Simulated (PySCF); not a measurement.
Argon: a sound run and one with changed settings

Sound run: Ar [Ar], Ar+ [Ne] 3s2 3p5. Calculation: PySCF 2.14, in x2c-TZVPall; scalar relativity by spin-free X2C-1e. In the sound run the correlated levels freeze [Ne]. The sound run starts from symmetry-adapted Hartree-Fock orbitals and uses a fine grid where one is needed.

Changed run: the non-relativistic Hamiltonian (point nucleus). This setting is unsound on purpose.

| species | method | sound run (hartree) | changed run (hartree) | converged |
| --- | --- | --- | --- | --- |
| Ar | UHF | -528.61400 | -526.45963 | yes |
| Ar | LDA | -527.72553 | -525.56352 | yes |
| Ar | PBE0 | -529.19389 | -527.03375 | yes |
| Ar | MP2 | -528.81721 | -526.66277 | yes |
| Ar | CCSD(T) | -528.84288 | -526.68854 | yes |
| Ar+ | UHF | -528.07903 | -525.92382 | yes |
| Ar+ | LDA | -527.13890 | -524.97601 | yes |
| Ar+ | PBE0 | -528.61709 | -526.45606 | yes |
| Ar+ | MP2 | -528.24147 | -526.08629 | yes |
| Ar+ | CCSD(T) | -528.27237 | -526.11735 | yes |

Ionisation energy of Ar:

```csv
method,sound run (eV),changed run (eV)
UHF,14.557,14.580
LDA,15.963,15.987
PBE0,15.696,15.720
MP2,15.667,15.687
SCS-MP2,15.563,15.583
CCSD,15.484,15.503
CCSD(T),15.524,15.543
```

Most of the change in total energy is the relativistic energy itself. On top of that the contraction fixes the core shape for the Hamiltonian it was made with, so the changed run is not a good calculation with the other Hamiltonian either.

For comparison, NIST gives 15.760 eV between the lowest levels.
